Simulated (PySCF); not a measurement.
# C4H5FO: geometry, NMR shifts, spin-spin couplings, electronic excitations and core binding energies

What NMR shifts, spin-spin couplings, electronic excitations and core binding energies should C4H5FO (`C=C(C=O)CF`) show?

The runs use PySCF 2.14.0, with density-fitted response routines of our own; the level of theory stands in each step. All values are computed, except where a source is named. Atoms count from 0, in the outputs and in this text.

## Step 1: The starting structure

11 atoms, charge 0, multiplicity 1; geometry from: GFN2-xTB.

Bonds of the start (Å): C0–C1 1.33, C1–C2 1.47, C2–O3 1.20, C1–C4 1.50, C4–F5 1.37, C0–H6 1.08, C0–H7 1.08, C2–H8 1.11, C4–H9 1.10, C4–H10 1.10.

## Step 2: Geometry optimisation at PBE0-D3(BJ)/def2-SVP

What the job is given:

```
{"job": {"xc": "PBE0", "basis": "def2-SVP", "d3": "d3bj", "grid": 1, "kind": "geom"}, "charge": 0, "multiplicity": 1}
C     -0.577782    -0.900734     1.021825
C     -0.154875    -0.025538     0.111944
C     -0.972161     1.137936    -0.267511
O     -0.654868     1.967684    -1.079459
C      1.161481    -0.132654    -0.602443
F      1.867411    -1.239228    -0.214477
H     -1.530760    -0.785068     1.509821
H      0.017723    -1.753398     1.300968
H     -1.937631     1.194654     0.269673
H      1.003002    -0.205808    -1.684656
H      1.783884     0.744824    -0.391648
```

**Question.** This job is followed by: GIAO PBE0/pcSseg-1 NMR shielding, non-relativistic, gas phase; B3LYP/pcJ-1 indirect spin-spin coupling, non-relativistic, gas phase; TDDFT wB97X-D/def2-SVPD, vertical, gas phase, core orbitals frozen in the response; GIAO wB97X-D/pcSseg-2 NMR shielding, non-relativistic, gas phase; delta-SCF UKS SCAN, pcX-2 on the ionised atom, pcseg-1 elsewhere, spin-free X2C. Predict these results of the whole session: point group; rotational constants (main isotopes); ¹³C shifts against TMS (PBE0/pcSseg-1); ¹H shifts against TMS (PBE0/pcSseg-1, means over atoms taken as alike); ¹⁷O shifts against H2O (PBE0/pcSseg-1); ¹⁹F shifts against CFCl3 (PBE0/pcSseg-1); largest coupling of the table (B3LYP/pcJ-1); lowest singlet (wB97X-D/def2-SVPD); brightest single state of those computed; lowest triplet; vertical ionisation energy (ΔSCF); vertical electron affinity (ΔSCF); C1s binding energies, SCAN/pcX-2; O1s binding energies, SCAN/pcX-2; F1s binding energies, SCAN/pcX-2; range of the shift of O3.

The runs gave:

```
                                                              quantity                                          value
                                                           point group                                             Cs
                                  rotational constants (main isotopes)                           6.51, 2.55, 1.86 GHz
                                ¹³C shifts against TMS (PBE0/pcSseg-1)                  195.3, 154.5, 139.8, 82.4 ppm
¹H shifts against TMS (PBE0/pcSseg-1, means over atoms taken as alike)                     9.55, 6.78, 6.27, 5.19 ppm
                                ¹⁷O shifts against H2O (PBE0/pcSseg-1)                                      681.0 ppm
                              ¹⁹F shifts against CFCl3 (PBE0/pcSseg-1)                                     -268.1 ppm
                           largest coupling of the table (B3LYP/pcJ-1)                       ¹J(C,F) C4–F5, -237.6 Hz
                                    lowest singlet (wB97X-D/def2-SVPD)                    3.91 eV (317 nm), f = 0.000
                              brightest single state of those computed                    state 2, 6.09 eV, f = 0.332
                                                        lowest triplet                                        3.41 eV
                                     vertical ionisation energy (ΔSCF)                                       10.24 eV
                                     vertical electron affinity (ΔSCF)                                        0.01 eV
                                      C1s binding energies, SCAN/pcX-2  C2 293.66, C4 293.57, C1 291.47, C0 291.10 eV
                                      O1s binding energies, SCAN/pcX-2                                   O3 538.02 eV
                                      F1s binding energies, SCAN/pcX-2                                   F5 692.96 eV
                                              range of the shift of O3                             664.5 to 681.0 ppm
```

The optimisation took 4 steps and gained 0.033 eV; among the close pairs (by a distance rule), C0–H6 changed most, from 1.077 to 1.094 Å. No frequency check was run at this level, so the end point may be a saddle. The most deshielded carbon is C2 (aldehyde carbonyl carbon), at 195.3 ppm: the double bond to the heteroatom, with no lone-pair donor beside it, deshields it most. In the run at B3LYP/pcJ-1, the largest coupling of the table is C4–F5, -237.6 Hz, of which the Fermi-contact term gives -282.5 Hz. Couplings across rotatable bonds belong to this one conformer; where others are populated, the observed values are averages. The first singlet state (HOMO→LUMO 0.94) lies at 3.91 eV and is dark; of the 10 states computed, the strongest absorption comes from state 2 at 6.09 eV. The lowest triplet lies 0.50 eV below the lowest singlet (triplets in Tamm-Dancoff, singlets in full TDDFT). The orbital energy would give 9.86 eV for ionisation, ΔSCF gives 10.24 eV. The C1s levels kept as sound span 2.57 eV, from C0 (β carbon of a C=C–C=O unit) up to C2 (aldehyde carbonyl carbon). In ppm, O3 moves most: its shift spreads over 16.5 ppm, from 664.5 (wB97X-D/pcSseg-2) to 681.0 (PBE0/pcSseg-1). Part of that comes from the computed reference.
